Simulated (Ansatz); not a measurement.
Rock-salt BaTe, treated with PBE0-D3(BJ) in Ansatz (plane waves, PAW).

Numerical settings: plane-wave cutoff 460 eV, 6×6×6 k mesh, Fermi–Dirac smearing 0.01 eV, scalar-relativistic PAW data made under PBE.

Properties against volume:

```csv
V (Å³/atom),P (GPa),direct gap at Γ (eV),smallest gap on the k mesh (eV)
39.611,1.96,4.453,2.740
40.654,0.92,4.475,2.808
42.023,-0.25,4.495,2.888
42.739,-0.78,4.420,2.926
43.781,-1.47,4.314,2.977
```

The fundamental gap (2.87 eV at the equilibrium volume, on the SCF mesh) lies elsewhere than Γ–Γ.

Spin–orbit coupling is not included; with these elements it can move the gap by several tenths of an eV or more.

Ansatz is a first-principles code.
